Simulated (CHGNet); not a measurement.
Trigonal Se

Level of theory: the machine-learned potential CHGNet-r²SCAN (trained on r²SCAN data).

Cell (relaxed at this level):

Se is taken in the trigonal space group P3₁21 (No. 152), Pearson symbol hP3. Conventional cell: a = 4.7358 Å, b = 4.7358 Å, c = 5.0423 Å, α = 90.00°, β = 90.00°, γ = 120.00°. Se on 3a is surrounded by 2 Se at 2.343 Å (bent). (Neighbours: up to the widest gap in distance over summed covalent radii, below 1.35, at either atom.)

- equilibrium lattice constant a: 4.736 Å
- lattice parameter c: 5.042 Å

Measured, for comparison: lattice constant a 4.365 Å, lattice parameter c 4.958 Å (293 K, not corrected to a static lattice; as tabulated in Wikipedia's data pages). Computed (rounded) less measured: lattice constant a +8.5 %, lattice parameter c +1.7 %.

A machine-learned potential is trained on density-functional data: it inherits that level's misses and adds fitting errors of its own.

Note: this model's volume lies 20 % above that of the starting cell (a measured, published or database cell).
